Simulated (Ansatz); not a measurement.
Input for Ansatz (development build ahead of 0.2.0):

```yaml
crystal:
  periodic: [false, false, false]
  atoms:
    - { symbol: S, position_ang: [0.0, 0.0, 0.0] }
    - { symbol: Al, position_ang: [0.0, 3.2747, 0.0] }
    - { symbol: Al, position_ang: [0.0, -3.2747, 0.0] }
basis:
  gaussian: { orbitals: pcseg-2 }
total_charge: 1
magnetization:
  initial_magnetization: 3
hamiltonian:
  xc: pbe0
```

The input is written out in the form of the current development build from the run's settings.

Results

```json
{
  "Converged": "yes",
  "Total energy": "-882.29666 hartree",
  "Spin squared of the determinant": "3.750",
  "Stability test": "minimum among restricted orbitals"
}
```

Caution: other spin multiplicities may lie lower.
